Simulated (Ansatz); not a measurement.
**Abstraction of H: C2H6Si + SiH2(SiH2)Cl → C2H5Si + SiH2(SiH3)Cl**

Species: C2H6Si (vinylsilane) `C=C[SiH3]`, singlet; SiH2(SiH2)Cl, doublet; C2H5Si `C=C[SiH2]`, doublet; SiH2(SiH3)Cl, singlet. A radical takes H: the energy is the difference in strength between two Si–H bonds in different surroundings.

Shapes, held fixed at every level: PBE0-D4/def2-TZVP. Flexible molecules stand in one conformer, not always the lowest. Programs: Ansatz 0.2.0. The zero-point and thermal change to 298 K, harmonic and unscaled (PBE0-D4/def2-TZVP), is -1.0 kJ/mol.

Problem. Estimate ΔH(298 K) of this reaction.

Solution. B2PLYP/def2-TZVPP gives ΔH(298 K) = +5.0 kJ/mol; the levels span -2.4 to +6.1. They disagree on the sign: 6 of 7 are positive. The median of the levels is +2.0. No measured value is set beside it here. Spin contamination: C2H5Si (⟨S²⟩ up to 0.90). Open shells run unrestricted. Times are processor times on shared x86 and Arm servers, and rough.

| level | kind | ΔH(298 K) (kJ/mol) | CPU time (sum over the molecules) |
| --- | --- | --- | --- |
| HF/def2-SVP | Hartree–Fock | +0.7 | – |
| HF/def2-TZVPP | Hartree–Fock | +2.0 | – |
| SPW92/def2-TZVPP | LDA | -2.4 | 11 s |
| B3LYP-D4/def2-TZVPP | global hybrid | +1.9 | 35 s |
| wB97M-V/def2-TZVPP | range-separated hybrid | +6.1 | 97 s |
| wB97X-V/def2-TZVPP | range-separated hybrid | +4.6 | 76 s |
| B2PLYP/def2-TZVPP | double hybrid | +5.0 | 40 s |
